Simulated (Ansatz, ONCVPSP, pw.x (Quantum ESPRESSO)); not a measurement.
**pw.x on diamond Os: one setting changed**

Potential: optimised norm-conserving Vanderbilt (ONCV), ONCVPSP 4.0.1.1 (patched build), PBEsol; core [Kr] 4d10 4f14, reference 5s2 5p6 5d6 6s2; waves: 5s+6s: rc 1.85 bohr, ncon 4, nbas 7, qcut 7.9 1/bohr, 2 projectors; 5p: rc 1.70 bohr, ncon 4, nbas 8, qcut 9 1/bohr, 3 projectors, debl 3.6 Ha; 5d: rc 2.10 bohr, ncon 3, nbas 7, qcut 8 1/bohr, 3 projectors, debl 4 Ha; local part: polynomial inside 1.30 bohr (lpopt 5, dvloc0 0 Ha); core correction: none.

The reference run (k-mesh 8³, cutoffs 70/280 Ry, Fermi–Dirac 0.01 Ry, mixing_beta 0.4, conv_thr 1e-9, no spin) gives -2.60 GPa at 20.823 Å³/atom, where all-electron LAPW gives 0.05 GPa. This run, with its own iteration cap, changes degauss to 0, a wrong or extreme entry chosen on purpose.

```
&control
  calculation='scf', prefix='x', pseudo_dir='./', outdir='./tmp', tstress=.true., disk_io='none'
/
&system
  ibrav=0, nat=2, ntyp=1, ecutwfc=70, ecutrho=280, nbnd=26,
  occupations='smearing', smearing='fd', degauss=0
/
&electrons
  conv_thr=1e-09, mixing_beta=0.4, electron_maxstep=70
/
ATOMIC_SPECIES
Os 1.0 Os.UPF
CELL_PARAMETERS angstrom
  0.00000000 2.75115103 2.75115103
  2.75115103 0.00000000 2.75115103
  2.75115103 2.75115103 0.00000000
ATOMIC_POSITIONS crystal
Os 0.0000 0.0000 0.0000
Os 0.2500 0.2500 0.2500
K_POINTS automatic
8 8 8 0 0 0
```

```bash
pw.x < Os.scf.in > Os.scf.out
```

Q: How does the run end?

A: It stops with "set_occupations: smearing requires a value for gaussian broadening (degauss)".

```
Error in routine  set_occupations (1):
      smearing requires a value for gaussian broadening (degauss)
```

The run took about 1 s on one core of a shared host (Intel(R) Xeon(R) Platinum 8375C CPU @ 2.90GHz, 128 threads, 992 GiB, load 62).
